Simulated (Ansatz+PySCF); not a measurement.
A calculation with Ansatz (development build ahead of 0.2.0).

```yaml
crystal:
  periodic: [false, false, false]
  atoms:
    - { symbol: C, position_ang: [0.0, 0.0, -0.87926] }
    - { symbol: C, position_ang: [0.0, 0.0, 0.87926] }
basis:
  gaussian: { orbitals: "6-31G" }
hamiltonian:
  xc: pbe0
scf:
  omitted_lower_state_checks: [stability, starts, atomic_configurations, cluster_reference, orbital_swaps, given_window_search, neighbouring_geometries, increment]
output:
  forces: true
```

The input is written out in the form of the current development build from the run's settings.

The run gave:

```json
{
 "Converged": "yes",
 "Total energy": "-75.67080 hartree",
 "Spin squared of the determinant": "0.000"
}
```

Forces (eV/Å):
| atom | Fx | Fy | Fz |
| --- | --- | --- | --- |
| C1 | 0.000 | 0.000 | 5.510 |
| C2 | 0.000 | 0.000 | -5.510 |

Caution: an unrestricted determinant lies well below.
